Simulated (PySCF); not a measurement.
# Complex of chloride and methanol

A gas-phase complex of chloride and methanol; charge -1, singlet. The structure comes from a short search (a few tight-binding starts) and was relaxed by PBE0-D3(BJ)/def2-SVPD; another way of binding may lie lower. No frequency run checks that it is a minimum.

```tsv
part	name	SMILES	atoms	charge	multiplicity
1	chloride	[Cl-]	1	-1	1
2	methanol	CO	2–7	0	1
```

```tsv
atom	part	x (Å)	y (Å)	z (Å)
Cl1	1	-1.161	1.352	0.504
C2	2	-0.240	1.154	-2.940
O3	2	-0.270	2.353	-2.239
H4	2	0.456	0.418	-2.493
H5	2	-1.234	0.668	-2.996
H6	2	0.096	1.358	-3.972
H7	2	-0.554	2.144	-1.312
```

| contact | kind (by geometry) | distance (Å) | angle (°) |
| --- | --- | --- | --- |
| H7···Cl1 | hydrogen bond | 2.072 | 170 |

Interaction energies are complex less parts, with the parts frozen as they stand in it; counterpoise-corrected, in kcal/mol (PySCF). The CCSD(T) estimate is Hartree-Fock/aug-cc-pVTZ, plus the MP2 correlation part extrapolated as X⁻³ from aug-cc-pVDZ and aug-cc-pVTZ, plus CCSD(T) less MP2 in aug-cc-pVDZ; noble-gas cores are frozen. It isn't the exact limit.

(1) How strongly do the parts interact, level by level?

(2) What holds them together? Decompose the MP2/aug-cc-pVTZ energy: frozen parts, their antisymmetrised product, then relaxation.

## Answers

(1) 
```
                         level  interaction  superposition error removed
      Hartree-Fock/aug-cc-pVTZ       -12.97                            -
               MP2/aug-cc-pVTZ       -17.13                        -0.93
CCSD(T), estimated basis limit       -17.10                            -
```

(2) electrostatic -21.0, Pauli repulsion +18.4, orbital relaxation -10.3, correlation -5.0 kcal/mol, which sum to the value before the counterpoise correction, the first three by Hartree-Fock. Of the attraction, 58 % is electrostatic, 28 % is orbital relaxation, 14 % is correlation.
